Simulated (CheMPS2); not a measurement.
# BCl2 (SMILES Cl[B]Cl): a chain of runs

Wanted: a series of 12 runs (DMRG/ANO-RCC-MB) of BCl2. The setting varied is the bond dimension. 

The calculation is run with CheMPS2 1.8.12.

2 further runs of the same task are left out: 2 set aside as unsound or not needed.

### Step 1. The structure to begin with

BCl2: 3 atoms, total charge 0, spin state doublet. SMILES: `Cl[B]Cl`. Geometry: relaxed at PBE0-D4/def2-TZVP.

Bond lengths: Cl1–B2 1.720 Å, B2–Cl3 1.720 Å. Angles: Cl1–B2–Cl3 125.4°.

### Step 2. A single-point energy at DMRG/ANO-RCC-MB (ground state) (run 2)

The input, integrals.py:

```python
from pyscf import ao2mo, gto, mcscf, mp, scf
from pyscf.tools import fcidump

geom = """
Cl     0.371500    -1.525600     0.030000
B     -0.463900    -0.050300    -0.256900
Cl     0.081500     1.511100     0.213700
"""
mol = gto.M(
    atom=geom,
    basis="ano-rcc-mb",
    spin=1,
    verbose=4,
)
print("nao                     : %d" % (mol.nao))
mf = scf.ROHF(mol)
mf.conv_tol = 1e-10
mf.max_cycle = 200
mf.kernel()
if not mf.converged:
    mf = mf.newton().run(mf.mo_coeff, mf.mo_occ)
print(f"E(HF)                   : {mf.e_tot:.10f}")
occ_no, mo = mcscf.addons.make_natural_orbitals(mp.MP2(mf.to_uhf(), frozen=11).run())
mf.mo_coeff = mo
cas = mcscf.CASCI(mf, 12, 17)
h1, ecore = cas.get_h1eff()
fcidump.from_integrals("FCIDUMP", h1, cas.get_h2eff(), 12, 17, nuc=ecore, ms=1)
```

The input, dmrg.input:

```
FCIDUMP = FCIDUMP
GROUP = 0
MULTIPLICITY = 2
NELECTRONS = 17
IRREP = 0
EXCITATION = 0
SWEEP_STATES = 5, 10, 10
SWEEP_ENERGY_CONV = 1e-05, 1e-05, 1e-07
SWEEP_MAX_SWEEPS = 3, 4, 6
SWEEP_NOISE_PREFAC = 0.05, 0.005, 0.0
SWEEP_DVDSON_RTOL = 1e-04, 1e-04, 1e-05
NOCC = 0
NACT = 12
NVIR = 0
MOLCAS_FIEDLER = TRUE
PRINT_CORR = TRUE
TMP_FOLDER = .
```

Launch:

```console
python integrals.py && chemps2 --file=dmrg.input
```

The program printed:

```text
$ python integrals.py

[... 60 lines left out ...]
converged SCF energy = -942.80254498534
[... 126 lines left out ...]
***     Minimum energy           = -942.823893281184
[... 44 lines left out ...]
***     Minimum energy           = -942.832423814454
[... 43 lines left out ...]
***     Minimum energy           = -942.832603062045
[... 38 lines left out ...]
***     Maximum discarded weight = 0.00213240381484139
[... 44 lines left out ...]
***     Maximum discarded weight during the last sweep     = 0.00231178993438969
[... 103 lines left out ...]
    0           0.000919    0.000139    0.000091    0.000177    0.000188    0.000254    0.000250
    0.000919    0           0.000126    0.000111    0.000294    0.000213    0.000277    0.000332
    0.000139    0.000126    0           0.000375    0.000753    0.000394    0.000347    0.000566
[... 8 lines of this table left out ...]
    0.000636    0.000921    0.000751    0.000841    0.002030    0.007878    0.010692    0.021447

   Columns 9 to 12

    0.000087    0.000265    0.000740    0.000636
    0.000108    0.000368    0.000834    0.000921
    0.000031    0.000984    0.001156    0.000751
[... 8 lines of this table left out ...]
    0.002556    0.008264    0.008298    0

--------------------------------------------------------
```

Wall time 3.8 s (1 thread of Arm Neoverse V2, shared host); peak memory 0.12 GiB.

No converged result was reached.

### Step 3. The energy at DMRG/ANO-RCC-MB (ground state) (run 3)

The input, integrals.py:

```python
from pyscf import ao2mo, gto, mcscf, mp, scf
from pyscf.tools import fcidump

mol = gto.M(atom="""
Cl     0.371500    -1.525600     0.030000
B     -0.463900    -0.050300    -0.256900
Cl     0.081500     1.511100     0.213700
""", basis="ano-rcc-mb", charge=0, spin=1, verbose=3)
print("basis functions          = %d" % (mol.nao))
mf = scf.ROHF(mol)
mf.conv_tol = 1e-10
mf.max_cycle = 200
mf.kernel()
if not mf.converged:
    mf = mf.newton().run(mf.mo_coeff, mf.mo_occ)
print("E(SCF)                   = %.10f" % (mf.e_tot))
# natural orbitals of MP2 give a compact matrix product state
occ_no, mo = mcscf.addons.make_natural_orbitals(mp.MP2(mf.to_uhf(), frozen=11).run())
mf.mo_coeff = mo
# write the integrals of the correlated orbitals
cas = mcscf.CASCI(mf, 12, 17)
h1, ecore = cas.get_h1eff()
fcidump.from_integrals("FCIDUMP", h1, cas.get_h2eff(), 12, 17, nuc=ecore, ms=1)
```

Edit dmrg.input of step 2 so:

```diff
@@ -6,3 +6,3 @@
 EXCITATION = 0
-SWEEP_STATES = 5, 10, 10
+SWEEP_STATES = 10, 20, 20
 SWEEP_ENERGY_CONV = 1e-05, 1e-05, 1e-07
```

Launch:

```console
python integrals.py && chemps2 --file=dmrg.input
```

The program printed:

```text
$ python integrals.py
basis functions          = 23
converged SCF energy = -942.80254498534
E(SCF)                   = -942.8025449853
E(UMP2) = -942.841491367096  E_corr = -0.0389463817559722
E(SCS-UMP2) = -942.841695392265  E_corr = -0.039150406924468

$ chemps2 --file=dmrg.input

Running chemps2 version 1.8.12 () with the following options:

[... 96 lines left out ...]
***     Minimum energy           = -942.832247434357
[... 37 lines left out ...]
***     Maximum discarded weight = 0.000347337009490909
[... 37 lines left out ...]
***     Maximum discarded weight = 0.000456035753564493
[... 42 lines left out ...]
***     Minimum energy           = -942.852584372276
[... 38 lines left out ...]
***     Maximum discarded weight during the last sweep     = 0.00052996283633643
[... 103 lines left out ...]
    0           0.000864    0.000090    0.000082    0.000099    0.000078    0.000220    0.000260
    0.000864    0           0.000101    0.000105    0.000171    0.000088    0.000273    0.000312
    0.000090    0.000101    0           0.000262    0.001434    0.000048    0.000579    0.002120
[... 8 lines of this table left out ...]
    0.000701    0.000964    0.001386    0.002233    0.002706    0.004177    0.008462    0.027997

   Columns 9 to 12

    0.000056    0.000162    0.000779    0.000701
    0.000119    0.000229    0.000956    0.000964
    0.002758    0.001026    0.005035    0.001386
[... 8 lines of this table left out ...]
    0.004820    0.006816    0.007128    0

--------------------------------------------------------
```

Run time: 4.6 s. Hardware: 1 thread of Arm Neoverse V2, shared host; peak memory 0.12 GiB.

### Step 4. The energy at DMRG/ANO-RCC-MB (ground state) (run 4)

The input, prepare.py:

```python
from pyscf import ao2mo, gto, mcscf, mp, scf
from pyscf.tools import fcidump

geom = """
Cl     0.371500    -1.525600     0.030000
B     -0.463900    -0.050300    -0.256900
Cl     0.081500     1.511100     0.213700
"""
mol = gto.M(
    atom=geom,
    basis="ano-rcc-mb",
    spin=1,
    verbose=3,
)
print("nao: %d" % (mol.nao))
mf = scf.ROHF(mol)
mf.conv_tol = 1e-10
mf.max_cycle = 200
mf.kernel()
if not mf.converged:
    mf = mf.newton().run(mf.mo_coeff, mf.mo_occ)
print(f"E(SCF): {mf.e_tot:.10f}")
occ_no, mo = mcscf.addons.make_natural_orbitals(mp.MP2(mf.to_uhf(), frozen=11).run())
mf.mo_coeff = mo
cas = mcscf.CASCI(mf, 12, 17)
h1, ecore = cas.get_h1eff()
fcidump.from_integrals("FCIDUMP", h1, cas.get_h2eff(), 12, 17, nuc=ecore, ms=1)
```

The input, chemps2.input:

```
FCIDUMP = FCIDUMP
GROUP = 0
MULTIPLICITY = 2
NELECTRONS = 17
IRREP = 0
EXCITATION = 0
SWEEP_STATES = 17, 35, 35
SWEEP_ENERGY_CONV = 1e-05, 1e-05, 1e-07
SWEEP_MAX_SWEEPS = 3, 4, 6
SWEEP_NOISE_PREFAC = 0.05, 0.005, 0.0
SWEEP_DVDSON_RTOL = 1e-04, 1e-04, 1e-05
NOCC = 0
NACT = 12
NVIR = 0
MOLCAS_FIEDLER = TRUE
PRINT_CORR = TRUE
TMP_FOLDER = .
```

Launch:

```console
python prepare.py && chemps2 --file=chemps2.input
```

The program printed:

```text
$ python prepare.py
nao: 23
converged SCF energy = -942.80254498534
E(SCF): -942.8025449853
E(UMP2) = -942.841491367096  E_corr = -0.0389463817559722
E(SCS-UMP2) = -942.841695392265  E_corr = -0.039150406924468

$ chemps2 --file=chemps2.input

Running chemps2 version 1.8.12 () with the following options:

[... 111 lines left out ...]
***     Minimum energy           = -942.84938297893
[... 44 lines left out ...]
***     Minimum energy           = -942.854348270037
[... 43 lines left out ...]
***     Minimum energy           = -942.854385380662
[... 38 lines left out ...]
***     Maximum discarded weight = 0.000251255378430565
[... 44 lines left out ...]
***     Maximum discarded weight during the last sweep     = 0.000257333654166457
[... 103 lines left out ...]
    0           0.000842    0.000080    0.000063    0.000102    0.000077    0.000224    0.000255
    0.000842    0           0.000087    0.000083    0.000152    0.000086    0.000279    0.000337
    0.000080    0.000087    0           0.000268    0.002015    0.000082    0.000561    0.002033
[... 8 lines of this table left out ...]
    0.000837    0.001047    0.001956    0.002474    0.003193    0.004372    0.008234    0.028519

   Columns 9 to 12

    0.000071    0.000188    0.000821    0.000837
    0.000326    0.000209    0.001206    0.001047
    0.002834    0.001481    0.005083    0.001956
[... 8 lines of this table left out ...]
    0.005424    0.007389    0.007497    0

--------------------------------------------------------
```

Wall time 6.9 s (1 thread of Arm Neoverse V2, shared host); peak memory 0.12 GiB.

The run stopped without converging.

Runs 5 to 13 aren't shown in full; the table further down has their settings and results.

### Step 5. The distorted shape: a single-point energy at DMRG/ANO-RCC-MB (ground state) (run 14)

The input, prepare.py:

```python
from pyscf import ao2mo, gto, mcscf, mp, scf
from pyscf.tools import fcidump

geom = """
Cl
B 1 1.71951
Cl 2 2.5793 1 125.40165
"""
mol = gto.M(
    atom=geom,
    basis="ano-rcc-mb",
    spin=1,
    verbose=3,
    max_memory=2000,
)
print("basis functions                = %d" % (mol.nao))
mf = scf.ROHF(mol)
mf.conv_tol = 1e-10
mf.max_cycle = 200
mf.kernel()
if not mf.converged:
    mf = mf.newton().run(mf.mo_coeff, mf.mo_occ)
print(f"E(HF)                          = {mf.e_tot:.10f}")
occ_no, mo = mcscf.addons.make_natural_orbitals(mp.MP2(mf.to_uhf(), frozen=11).run())
mf.mo_coeff = mo
cas = mcscf.CASCI(mf, 12, 17)
h1, ecore = cas.get_h1eff()
fcidump.from_integrals("FCIDUMP", h1, cas.get_h2eff(), 12, 17, nuc=ecore, ms=1)
```

The input, chemps2.input:

```
FCIDUMP = FCIDUMP
GROUP = 0
MULTIPLICITY = 2
NELECTRONS = 17
IRREP = 0
EXCITATION = 0
SWEEP_STATES = 50, 100, 100
SWEEP_ENERGY_CONV = 1e-04, 1e-04, 1e-06
SWEEP_MAX_SWEEPS = 3, 4, 6
SWEEP_NOISE_PREFAC = 0.05, 0.005, 0.0
SWEEP_DVDSON_RTOL = 3e-05, 3e-05, 3e-06
NOCC = 0
NACT = 12
NVIR = 0
MOLCAS_FIEDLER = TRUE
PRINT_CORR = TRUE
TMP_FOLDER = .
```

Launch:

```console
python prepare.py && chemps2 --file=chemps2.input
```

The program printed:

```text
$ python prepare.py
basis functions                = 23
converged SCF energy = -942.756645955657
E(HF)                          = -942.7566459557
E(UMP2) = -942.796444112452  E_corr = -0.0397981567949218
E(SCS-UMP2) = -942.797700403622  E_corr = -0.0410544479651202

$ chemps2 --file=chemps2.input

Running chemps2 version 1.8.12 () with the following options:

[... 81 lines left out ...]
***     Minimum energy           = -942.833685821408
[... 15 lines left out ...]
***     Maximum discarded weight = 7.30316596759249e-05
[... 21 lines left out ...]
***     Maximum discarded weight = 3.2087697801988e-06
[... 22 lines left out ...]
***     Maximum discarded weight during the last sweep     = 3.69054019850401e-06
[... 21 lines left out ...]
***     Maximum discarded weight during the last sweep     = 3.69148915013245e-06
[... 103 lines left out ...]
    0           0.000223    0.000049    0.002611    0.000382    0.000004    0.000079    0.001074
    0.000223    0           0.000012    0.000424    0.000148    0.000106    0.000458    0.000174
    0.000049    0.000012    0           0.000050    0.000026    0.001581    0.000154    0.008474
[... 8 lines of this table left out ...]
    0.000177    0.001634    0.000016    0.000432    0.007544    0.008900    0.041000    0.006583

   Columns 9 to 12

    0.005029    0.003409    0.000011    0.000177
    0.003457    0.000465    0.000140    0.001634
    0.014021    0.000362    0.045919    0.000016
[... 8 lines of this table left out ...]
    0.002274    0.002692    0.007452    0

--------------------------------------------------------
```

Wall time 12 s (1 thread of Arm Neoverse V2, shared host); peak memory 0.12 GiB.

### Step 6. All runs side by side

```csv
run,bond dimension,sweep tol,partner,energy (Eh),wall time
2,10,1e-07,base,not converged,3.8 s
3,20,1e-07,base,-942.852626,4.6 s
4,35,1e-07,base,not converged,6.9 s
5,50,1e-07,base,-942.855221,6.4 s
6,75,1e-07,base,-942.855593,7.3 s
7,100,1e-07,base,-942.855739,16 s
9,10,1e-06,B2–Cl3 2.58 Å,-942.822018,6.1 s
10,20,1e-06,B2–Cl3 2.58 Å,-942.830274,12 s
11,35,1e-06,B2–Cl3 2.58 Å,-942.833131,12 s
12,50,1e-06,B2–Cl3 2.58 Å,-942.833683,10 s
13,75,1e-06,B2–Cl3 2.58 Å,-942.833908,17 s
14,100,1e-06,B2–Cl3 2.58 Å,-942.833935,12 s
```

Convergence of the total energy of doublet BCl2 with the bond dimension, against the last point:

```csv
bond dimension,from the last (mEh),wall time
20,+3.113,4.6 s
50,+0.517,6.4 s
75,+0.145,7.3 s
100,+0.000,16 s
```

Convergence of the energy change with the B2–Cl3 bond stretched from 1.720 to 2.579 Å of doublet BCl2 with the bond dimension, against the last point:

```csv
bond dimension,from the last (eV),wall time
20,+0.0149,17 s
50,-0.0072,16 s
75,-0.0032,24 s
100,+0.0000,28 s
```

### Step 7. Summary of results

| quantity | value |
| --- | --- |
| distorted shape, run 14: total energy | -942.83393 Eh |
| energy change with the B2–Cl3 bond stretched from 1.720 to 2.579 Å (run 3, bond dimension 20) | 0.608 eV |
| energy change with the B2–Cl3 bond stretched from 1.720 to 2.579 Å (run 5, bond dimension 50) | 0.586 eV |
| energy change with the B2–Cl3 bond stretched from 1.720 to 2.579 Å (run 6, bond dimension 75) | 0.590 eV |
| energy change with the B2–Cl3 bond stretched from 1.720 to 2.579 Å (run 7, bond dimension 100) | 0.593 eV |

What this shows: For the total energy of doublet BCl2 to stay within 2 mEh of the last point, 50 is the first point of the series from which all later ones do (6.4 s against 16 s). For the total energy of doublet BCl2 to stay within 0.5 mEh of the last point, 75 is the first point of the series from which all later ones do (7.3 s against 16 s). For the energy change with the B2–Cl3 bond stretched from 1.720 to 2.579 Å of doublet BCl2 to stay within 0.01 eV of the last point, 50 is the first point of the series from which all later ones do (16 s against 28 s). In runs 3, 5, 6, 7, 9, 10, 11, 12 and more the basis is minimal, so the values are rough. In runs 3, 5, 6, 7, 9, 10, 11, 12 and more relativity is left out where basis or elements ask for it. All runs together took 1.9 min, the longest 17 s. 2 of the 12 runs did not end normally.
